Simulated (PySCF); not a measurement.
Basis set benchmark on one molecule

Molecule: `CC(C)F`, C$_{3}$H$_{7}$F.

Molfile (atoms numbered from 1):
```
C3H7F
     RDKit          3D

 11 10  0  0  0  0  0  0  0  0999 V2000
   -1.1931   -0.4429    0.2127 C   0  0  0  0  0  0  0  0  0  0  0  0
   -0.1150    0.5306   -0.2052 C   0  0  0  0  0  0  0  0  0  0  0  0
    1.2856   -0.0290   -0.1051 C   0  0  0  0  0  0  0  0  0  0  0  0
   -0.1980    1.6519    0.6043 F   0  0  0  0  0  0  0  0  0  0  0  0
   -1.0274   -0.7747    1.2493 H   0  0  0  0  0  0  0  0  0  0  0  0
   -1.1940   -1.3287   -0.4398 H   0  0  0  0  0  0  0  0  0  0  0  0
   -2.1832    0.0318    0.1563 H   0  0  0  0  0  0  0  0  0  0  0  0
   -0.3049    0.8730   -1.2394 H   0  0  0  0  0  0  0  0  0  0  0  0
    1.4939   -0.3546    0.9258 H   0  0  0  0  0  0  0  0  0  0  0  0
    1.4101   -0.8933   -0.7743 H   0  0  0  0  0  0  0  0  0  0  0  0
    2.0258    0.7351   -0.3822 H   0  0  0  0  0  0  0  0  0  0  0  0
  1  2  1  0
  2  3  1  0
  2  4  1  0
  1  5  1  0
  1  6  1  0
  1  7  1  0
  2  8  1  0
  3  9  1  0
  3 10  1  0
  3 11  1  0
M  END
```

Geometry PBE0-D3(BJ)/def2-SVP throughout; GIAO in PySCF 2.14, gas phase, one conformer, non-relativistic; equivalent atoms averaged; functional PBE0.

Reference values (measured; solution, not stated per compound (mostly CDCl3 or CCl4); Pretsch, Buehlmann, Badertscher, Structure Determination of Organic Compounds, 4th ed. (2009)): δ(C2) = 87.3 ppm, δ(C1/C3) = 22.6 ppm, δ(H8) = 4.84 ppm, δ(H5/H6/H7/H9/H10/H11) = 1.34 ppm. Computed shifts are taken against TMS, calculated as an isolated molecule at each level.

Q: How do the basis sets STO-3G, 6-31G, pcSseg-0, 6-31G*, def2-SVP, cc-pVDZ, pcSseg-1, 6-311+G(2d,p), aug-cc-pVDZ, def2-TZVP, IGLO-III, cc-pVTZ, pcSseg-2 perform against the reference? Times are CPU seconds on shared hosts with different chips, so compare them loosely.

A: 
```tsv
basis set	functions	C2	C1/C3	H8	H5/H6/H7/H9/H10/H11	mean abs. error C	mean abs. error H	core-s
STO-3G	27	61.6	20.4	1.96	0.87	13.9	1.68	2.4
6-31G	50	81.0	24.0	4.82	1.38	3.8	0.03	4.6
pcSseg-0	50	87.1	27.1	4.69	1.49	2.4	0.15	2.9
6-31G*	70	80.3	23.1	4.82	1.20	3.8	0.08	5.7
def2-SVP	91	81.5	22.8	4.48	1.10	3.0	0.30	6.6
cc-pVDZ	91	83.6	24.2	4.54	1.13	2.7	0.26	5.1
pcSseg-1	103	86.2	24.3	4.58	1.24	1.4	0.18	8.1
6-311+G(2d,p)	150	85.7	23.3	4.69	1.18	1.1	0.15	14
aug-cc-pVDZ	155	84.0	23.1	4.77	1.28	1.9	0.07	12
def2-TZVP	166	87.9	23.9	4.68	1.18	1.0	0.16	16
IGLO-III	210	89.2	24.4	4.71	1.20	1.9	0.14	22
cc-pVTZ	218	86.6	23.8	4.67	1.18	1.0	0.17	20
pcSseg-2	242	90.0	24.8	4.68	1.20	2.5	0.15	31
```

For 13C the closest is cc-pVTZ (1.0 ppm, with def2-TZVP, 6-311+G(2d,p) practically level) and the furthest STO-3G (13.9 ppm).

For 1H the closest is 6-31G (0.03 ppm) and the furthest STO-3G (1.68 ppm). Where a smaller basis beats a larger one, errors probably cancel; the largest sets show where the functional converges. One molecule is a small sample, and vibrational and solvent effects are absent from the calculation.

A small basis that lands close on one nucleus may do so by chance; judge by the trend and by all nuclei.
